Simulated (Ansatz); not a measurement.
Program: Ansatz. Geometries: PBE0-D4/def2-TZVP. ΔE: electronic, gas phase. CBS: MP2 limit from def2 TZ/QZ plus the TZ coupled-cluster correction, frozen cores. This one scheme is used for every species. Functionals use def2-TZVPP. Triplets are unrestricted, without spin–orbit coupling. Each species was taken in one conformer, which may not be the lowest.

Consider the formal loss of a carbene: `CCNC` → `[CH2]` (triplet) + `CNC`.

```json
{"level": "ωB97M-V", "ΔE (eV)": "4.61"}
{"level": "SCS-MP2/def2-TZVPP", "ΔE (eV)": "4.61"}
```

**Question.** What does CCSD(T)/CBS give? (Estimate.)

**Answer.** The calculation gave: +4.60 eV. The listed levels differ from it by 0.01, 0.01 eV.

Largest T1 diagnostic among the species: 0.011.

The D4 term adds +0.10 eV with B3LYP and +0.05 eV with PBE0; it sums over pairs of atoms, weighted by their polarisabilities, and B3LYP, whose exchange is more repulsive, gets the larger term. In def2-TZVPP, CCSD(T) changes the Hartree–Fock value by +1.41 eV (the triples alone add +0.11 eV) and MP2 by +1.54 eV. Leaving LDA and LC-ωPBE aside and taking each functional with its dispersion term where it has one, the values, not all of them listed here, spread over 0.38 eV, from r2SCAN0-D4 to ωB97X-V. LDA lies +0.78 eV from PBE without D4.

B3LYP here is the variant with VWN-RPA as its local correlation; programs differ in this.
